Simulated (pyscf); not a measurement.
CH₃• + CH₃• → CH₄ + CH₂ [triplet], a hydrogen abstraction (triplet surface; C–H broken, C–H formed). PySCF, gas phase, ωB97X-D3(BJ)/def2-SVP geometries. Correlated levels are frozen-core, on RHF or UHF. ΔMP2 is the change of the MP2 total energy from the triple- to the quadruple-zeta basis. Energies in kJ/mol from the separated reactants.

Small-basis levels: PySCF, no dispersion term, spherical d functions. AM1 to PM7: differences of heats of formation from MOPAC. GFN2-xTB: tblite. Open shells are spin-unrestricted. 

| level | barrier | reaction energy |
|---|---|---|
| HF/3-21G | 98.1 | -2.2 |
| BP86/6-31G* | 40.3 | +18.7 |
| PBE/6-31G* | 35.3 | +16.3 |
| B3LYP/3-21G | 46.5 | +17.6 |
| M06-2X/6-31G* | 53.2 | +1.8 |
| B3LYP/6-311+G** | 63.6 | +26.9 |
| GFN2-xTB | -12.6 | -26.0 |
| AM1 | 63.2 | +45.1 |
| PM6 | 92.8 | +45.2 |
| CCSD(T)/def2-TZVPP + ΔMP2(QZVPP) | 71.7 | +17.8 |

Against the last row the barrier runs from -84.3 (GFN2-xTB) to +26.4 kJ/mol (HF/3-21G); B3LYP/6-311+G** happens to lie closest here (8.0 kJ/mol apart). At GFN2-xTB this geometry lies under one side, so the entry may be no barrier of that level: it is a single point on another level's saddle. CCSD(T)/def2-TZVPP + ΔMP2(QZVPP) has limits of its own. CH₃• + CH₃• also meet on a surface of lower spin, which isn't treated here. This is the saddle that the search found; another between the same sides may lie lower. The angle at the transferred H is 180°. The CCSD(T) − MP2 part came from Ansatz, without density fitting, on the same reference.
